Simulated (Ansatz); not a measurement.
Energy needed to pull apart AlBH₃Cl, closed shell, into free ground-state atoms, from the structure below (at a frame of a short PBE0-D4/def2-SVP trajectory); no zero-point or spin–orbit terms; open-shell atoms are treated unrestricted, in their ground-state multiplicity.

```xyz
6
angstrom
Al -0.6756 0.4419 -0.5222
B 0.8468 -0.0699 0.8393
Cl 0.7371 -1.6688 0.2431
H -1.2711 -0.7361 -1.4583
H -1.1798 2.0013 -0.7811
H 1.7756 0.1638 1.5469
```

Computed with Ansatz 0.2.0 (basis: def2-TZVPP); correlated methods freeze the cores.

| method | atomization energy (kcal/mol) |
| --- | --- |
| PBE-D4 | 377.1 |
| r2SCAN-D4 | ? |
| PBE0-D4 | 374.6 |
| wB97M-V | 378.0 |
| HF | 284.1 |
| MP2 | 369.0 |
| CCSD | ? |
| CCSD(T) | 364.5 |

What does CCSD give? (To be estimated.)

By the calculation: 359.2 kcal/mol, which is about 5.3 kcal/mol less than CCSD(T)/def2-TZVPP.

What does r2SCAN-D4 give? (Judge from chemistry; the value comes from the calculation.)

The calculation gives: 379.1 kcal/mol, which is about 14.7 kcal/mol more than CCSD(T)/def2-TZVPP.

In triple zeta the MP2 and coupled-cluster atomization energies are still short of their basis limit by a few kcal/mol a bond, whereas those of the functionals are nearly converged, so these differences are not deviations from converged CCSD(T).

The T1 diagnostic stays at or below 0.013.

For scale, one of the runs: CCSD(T)/def2-TZVPP forces, 157 basis functions, launched by `ansatz run in.yaml --threads 2 --pin off --events-out ev --progress --plain --max-ram 3481MiB`. Time: 3.5 min of wall clock on 2 CPU threads of an Intel Xeon; the host was shared. Peak host memory: 1.8 GiB.
